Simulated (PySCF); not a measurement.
Molecule: `C=CN=C=O`, C₃H₃NO.

Structure with atom numbers: `[CH2:1]=[CH:2][N:3]=[C:4]=[O:5]`. Hydrogens are named by the atom that carries them. Ha(C1) is cis to N3; Hb(C1) is trans to N3.

Geometry PBE0-D3(BJ)/def2-SVP throughout; GIAO in PySCF 2.14.0 with density-fitted response routines, gas phase, one conformer, non-relativistic; equivalent atoms averaged; functional PBE0.

For orientation, pcSseg-0 gives these shifts δ (against TMS, NH3, H2O at the same level): C2 137.8, C4 130.2, C1 128.7, N3 64.8, O5 184.7, H(C2) 5.84, Ha(C1) 5.53, Hb(C1) 5.46 ppm.

A run gave: C2 124.9, C4 116.8, C1 115.0, N3 60.8, O5 156.4, H(C2) 5.46, Ha(C1) 5.20, Hb(C1) 5.20 ppm (shifts δ (against TMS, NH3, H2O at the same level)).

Which basis set was used in that run?
A. cc-pVTZ
B. aug-cc-pVDZ
C. cc-pVDZ
D. IGLO-III

Results:

C. C4 tells them apart best: cc-pVDZ gives 116.8, aug-cc-pVDZ gives 123.3, cc-pVTZ gives 124.6, IGLO-III gives 127.3 ppm.
